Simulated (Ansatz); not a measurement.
Relaxation of BFH3N (6 atoms, charge 0, multiplicity 1), to a largest force component of 0.03 eV/Å in at most 50 steps.

Theory: Ansatz, RHF/cc-pVDZ.

```xyz
6
Properties=species:S:1:pos:R:3
B 0.433 0.019 0.079
N 0.732 -0.013 1.502
H 0.028 -0.143 2.201
H 1.661 0.082 1.848
H 1.333 0.156 -0.685
F -0.835 -0.100 -0.322
```

Where does it end, and by what steps?

It converged. After 5 steps the energy has fallen by 0.100 eV; B1 moved furthest, 0.05 Å.

```tsv
step	energy less start (eV)	largest force component (eV/Å)	accepted
0	0.0000	2.793	yes
1	-0.0868	1.115	yes
2	-0.0939	0.409	yes
3	-0.0998	0.056	yes
4	-0.1000	0.033	yes
5	-0.1001	0.003	yes
```

```xyz
6
Properties=species:S:1:pos:R:3
B 0.455 0.021 0.120
N 0.728 -0.016 1.480
H 0.014 -0.132 2.170
H 1.651 0.072 1.845
H 1.317 0.162 -0.698
F -0.816 -0.107 -0.295
```

The run took 5 s on 1 thread of Arm Neoverse V1, with other jobs on the host, peak memory 0.11 GiB.
